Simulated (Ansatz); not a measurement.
bcc Ta, relaxed in Ansatz (plane waves) with several semilocal functionals. Each gives its own volume and its own bulk modulus:

```csv
level,V0 (Å³/atom),bulk modulus (GPa),ln V0,ln B0
LDA,17.215,219.9,2.8458,5.3932
PBEsol,17.660,208.2,2.8713,5.3385
PBE-D3(BJ),17.731,206.2,2.8753,5.3288
PBE,18.282,194.4,2.9059,5.2699
revPBE,18.517,188.4,2.9187,5.2386
RPBE,18.611,186.2,2.9238,5.2268
```

Q: Fit a straight line to ln B0 against ln V0. What does it predict for r²SCAN-D4, whose volume is 17.978 Å³/atom?

A: With x = ln V0 and y = ln B0: means 2.89013 and 5.29930; Σ(Δx Δy) = -0.009977, Σ(Δx²) = 0.004738, so the slope is -2.11. At x = 2.8891 the line gives y = 5.29930 + (-2.11) × (2.8891 − 2.89013) = 5.3015, or 200.6 GPa. The run with r²SCAN-D4 gives 202.6 GPa, +1.0 % from the line. The rows used scatter about it by up to 0.4 %, while the largest value lies 18 % above the smallest. For comparison, PBE's own equation of state has B′ = 3.9, the slope −d ln B/d ln V at a fixed functional; the two needn't agree, since functionals also differ at one volume.

Measured: 198 GPa (measured, corrected for temperature and zero-point phonon effects, our sources range from 194 to 203; as tabulated in Levämäki et al. (2014), arXiv:1402.3671).

Ansatz's density-functional and Hartree–Fock values are scalar-relativistic unless marked +SOC, with PAW data made under PBE.

Ansatz is an electronic-structure program.
